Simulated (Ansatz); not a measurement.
# singlet C2H6Al−: levels of theory compared

Aim: a comparison of 6 runs (B3LYP/6-31G*, B3LYP/def2-SVPD, BHLYP/def2-SVPD, r2SCAN/def2-SVPD, revPBE/def2-SVPD, CCSD(T)/def2-SVPD) of singlet C2H6Al−. 

The results are computed with Ansatz 0.2.0.

27 further runs of the same task are left out: 27 set aside as unsound or not needed.

## Step 1: The structure to begin with

C2H6Al−: 9 atoms, total charge -1, spin state singlet. As SMILES of the parent species, `[CH3][Al][CH3]`. The shape is that of a PBE0-D4/def2-TZVP optimisation. That shape belongs to the parent species and isn't relaxed for this state.

Bond lengths: C1–Al2 1.972 Å, Al2–C3 1.969 Å, C1–H4 1.095 Å, C1–H5 1.095 Å, C1–H6 1.095 Å, C3–H7 1.097 Å, C3–H8 1.097 Å, C3–H9 1.091 Å. Some angles: C1–Al2–C3 118.6°, Al2–C1–H4 111.5°, Al2–C1–H5 111.1°, Al2–C1–H6 111.0°, Al2–C3–H7 109.3°, Al2–C3–H8 109.4°, Al2–C3–H9 114.5°, H4–C1–H5 108.3°, H4–C1–H6 108.2°, H5–C1–H6 106.6°.

## Step 2: The energy at B3LYP/6-31G(d) (Cartesian functions) (run 1)

job.yaml

```yaml
crystal:
  periodic: [false, false, false]
  atoms:
    - symbol: C
      position_ang: [-0.810700, 1.130600, -0.941500]
    - symbol: Al
      position_ang: [0.731000, 0.705500, 0.211900]
    - symbol: C
      position_ang: [0.877300, -1.111400, 0.957800]
    - symbol: H
      position_ang: [-1.467800, 0.264500, -1.069000]
    - symbol: H
      position_ang: [-0.481900, 1.460900, -1.931900]
    - symbol: H
      position_ang: [-1.401500, 1.950000, -0.519700]
    - symbol: H
      position_ang: [0.915300, -1.838200, 0.137400]
    - symbol: H
      position_ang: [-0.021800, -1.337900, 1.543500]
    - symbol: H
      position_ang: [1.748700, -1.270300, 1.594400]
basis:
  gaussian:
    orbitals: "6-31G*"
total_charge: -1
hamiltonian:
  xc: {name: B3LYP}
accuracy: high
output: {orbitals: {seedname: orbitals}}
```

Launch:

```sh
$ ansatz run job.yaml --threads 1 --pin off --max-ram 3480MiB --events-out events.jsonl --progress --plain --runs-dir runs
```

The log of the run:

```text
Warning: RAYON_NUM_THREADS=1 ignored (pool sized by the plan → 1); use --threads N
Functional definition: B3LYP
  name "B3LYP"
  parameter a0 = 0.2
  parameter ax = 0.72
  parameter ac = 0.81
  exchange = (1 - a0 - ax)*slater_x + ax*b88_x + a0*exact_x
  correlation = (1 - ac)*vwn_rpa_c + ac*lyp_c
1419 factors; integrals over basis functions are off by at most 4.0e-9 eV
mean field evaluation 1: about -8764.0348 eV, gradient 4.0e1 eV
mean field evaluation 2: about -8761.7905 eV, gradient 4.9e1 eV
mean field evaluation 4: about -8768.0303 eV, gradient 5.2e-1 eV
mean field evaluation 8: about -8768.0222 eV, gradient 2.4e-2 eV
mean field evaluation 16: about -8768.0222 eV, gradient 1.4e-6 eV
mean field -8768.02224084 eV, -322.2188741721 hartree, gradient 8.5e-8 eV, S^2 0.000000; 0 other end points of the search recorded, 0 dependent functions left out
reference -8768.02228111 eV, -322.2188756517 hartree; 16, 16 occupied and 45, 45 virtual orbitals, 1419 factors
Total energy: -8768.02228111 eV, -322.2188756517 hartree
```

Wall time 3.3 s (1 thread of Arm Neoverse V2, shared host); peak memory 0.18 GiB.

## Step 3: The energy at B3LYP/def2-SVPD (run 2)

run.yaml

```yaml
crystal:
  periodic: [false, false, false]
  atoms:
    - {symbol: C, position_ang: [-0.810700, 1.130600, -0.941500]}
    - {symbol: Al, position_ang: [0.731000, 0.705500, 0.211900]}
    - {symbol: C, position_ang: [0.877300, -1.111400, 0.957800]}
    - {symbol: H, position_ang: [-1.467800, 0.264500, -1.069000]}
    - {symbol: H, position_ang: [-0.481900, 1.460900, -1.931900]}
    - {symbol: H, position_ang: [-1.401500, 1.950000, -0.519700]}
    - {symbol: H, position_ang: [0.915300, -1.838200, 0.137400]}
    - {symbol: H, position_ang: [-0.021800, -1.337900, 1.543500]}
    - {symbol: H, position_ang: [1.748700, -1.270300, 1.594400]}
basis:
  gaussian:
    orbitals: def2-SVPD
total_charge: -1
hamiltonian:
  xc: {name: B3LYP}
accuracy: high
output: {orbitals: {seedname: orbitals}}
```

Launch:

```sh
$ ansatz run run.yaml --threads 1 --pin off --max-ram 3480MiB --events-out events.jsonl --progress --plain --runs-dir runs
```

The log of the run:

```text
Warning: RAYON_NUM_THREADS=1 ignored (pool sized by the plan → 1); use --threads N
Functional definition: B3LYP
  name "B3LYP"
  parameter a0 = 0.2
  parameter ax = 0.72
  parameter ac = 0.81
  exchange = (1 - a0 - ax)*slater_x + ax*b88_x + a0*exact_x
  correlation = (1 - ac)*vwn_rpa_c + ac*lyp_c
2261 factors; integrals over basis functions are off by at most 3.5e-9 eV
mean field evaluation 1: about -8760.3824 eV, gradient 4.5e1 eV
mean field evaluation 2: about -8755.0454 eV, gradient 6.0e1 eV
mean field evaluation 4: about -8765.5127 eV, gradient 1.8e0 eV
mean field evaluation 8: about -8765.5254 eV, gradient 1.0e-1 eV
mean field evaluation 16: about -8765.5255 eV, gradient 8.8e-6 eV
mean field -8765.52545574 eV, -322.1271190118 hartree, gradient 3.8e-8 eV, S^2 0.000000; 0 other end points of the search recorded, 0 dependent functions left out
reference -8765.52549223 eV, -322.1271203527 hartree; 16, 16 occupied and 96, 96 virtual orbitals, 2261 factors
Total energy: -8765.52549223 eV, -322.1271203527 hartree
```

It took 7.5 s on 1 thread of Arm Neoverse V2, shared host; peak memory 0.37 GiB.

Runs 3 to 5 aren't shown in full; the table further down has their settings and results.

## Step 4: A single-point energy at CCSD(T)/def2-SVPD (run 6)

molecule.yaml

```yaml
crystal:
  periodic: [false, false, false]
  atoms:
    - {symbol: C, position_ang: [-0.810700, 1.130600, -0.941500]}
    - {symbol: Al, position_ang: [0.731000, 0.705500, 0.211900]}
    - {symbol: C, position_ang: [0.877300, -1.111400, 0.957800]}
    - {symbol: H, position_ang: [-1.467800, 0.264500, -1.069000]}
    - {symbol: H, position_ang: [-0.481900, 1.460900, -1.931900]}
    - {symbol: H, position_ang: [-1.401500, 1.950000, -0.519700]}
    - {symbol: H, position_ang: [0.915300, -1.838200, 0.137400]}
    - {symbol: H, position_ang: [-0.021800, -1.337900, 1.543500]}
    - {symbol: H, position_ang: [1.748700, -1.270300, 1.594400]}
basis:
  gaussian:
    orbitals: def2-SVPD
total_charge: -1
correlation:
  method: ccsd_t
  frozen_orbitals: {Al: 5, C: 1, H: 0}
accuracy: high
scf:
  omitted_lower_state_checks: [cluster_reference, increment]
```

Launch:

```sh
$ ansatz run molecule.yaml --threads 1 --pin off --max-ram 3480MiB --events-out events.jsonl --progress --plain --runs-dir runs
```

The log of the run (excerpt; [...] marks lines left out):

```text
Warning: RAYON_NUM_THREADS=1 ignored (pool sized by the plan → 1); use --threads N
Functional definition: HF
  name "HF"
[...]
2261 factors; integrals over basis functions are off by at most 3.5e-9 eV
[...]
mean field -8733.93102677 eV, -320.9660451627 hartree, gradient 1.5e-8 eV, S^2 0.000000; 0 other end points of the search recorded, 0 dependent functions left out; unrestricted orbitals would lower it
7 core orbitals not correlated: weight in the atoms' cores, before any rotation towards them, 1.000 or more for the frozen orbitals, at most 0.000 for the correlated occupied ones
reference -8733.93102677 eV, -320.9660451627 hartree; 9, 9 occupied and 96, 96 virtual orbitals, 2261 factors
second order -10.62307470 eV of doubles, -0.00000000 eV of singles
cycle   1  -11.47093627 eV  change   -8.5e-1 eV  update   9.2e-2
[...]
cycle  26  -11.89095561 eV  change   -1.1e-9 eV  update   1.3e-9
perturbative correction -0.42493511 eV, -0.0156160773 hartree
Total energy: -8746.24691749 eV, -321.4186457987 hartree
Checks for a lower state left out: cluster_reference, increment
```

Wall time 28 s (1 thread of Arm Neoverse V2, shared host); peak memory 1 GiB.

## Step 5: Overview of the runs

| run | level | Cartesian functions | frozen core orbitals | energy (Eh) | HOMO energy (eV) | LUMO energy (eV) | HOMO–LUMO gap (eV) | wall time |
| --- | --- | --- | --- | --- | --- | --- | --- | --- |
| 1 | B3LYP/6-31G* (Cartesian functions) | yes | – | -322.218876 | 2.18 | 4.33 | 2.16 | 3.3 s |
| 2 | B3LYP/def2-SVPD | no | – | -322.127120 | 1.10 | 3.67 | 2.57 | 7.5 s |
| 3 | BHLYP/def2-SVPD | no | – | -322.039361 | 0.47 | 4.62 | 4.14 | 7.5 s |
| 4 | r2SCAN/def2-SVPD | no | – | -322.012724 | 1.59 | 3.21 | 1.61 | 16 s |
| 5 | revPBE/def2-SVPD | no | – | -322.020829 | 1.65 | 3.11 | 1.46 | 7.2 s |
| 6 | CCSD(T)/def2-SVPD | no | 7 | -321.418646 | – | – | – | 28 s |

## Step 6: What came out

```
                                          quantity          value
                               run 6: total energy  -321.41865 Eh
run 6: correlation energy (7 core orbitals frozen)     -452.6 mEh
                             run 6: (T) correction     -15.62 mEh
                              run 6: T1 diagnostic          0.016
```

In words: Over runs 1, 2, 3, 4, 5 the HOMO–LUMO gap runs from 1.46 eV (revPBE/def2-SVPD) to 4.14 eV (BHLYP/def2-SVPD). The empty levels of an anion lie above zero and hang on the basis. Totals of different functionals can't be ranked against each other. In runs 1, 2, 3, 4, 5 the HOMO lies above zero, so the outermost electron may be held by the basis alone. In run 6 the log says that unrestricted orbitals would lower the reference, so the values rest on an unstable closed-shell determinant (other closed-shell runs at this shape may share the fault). All runs together took 69 s, the longest 28 s.
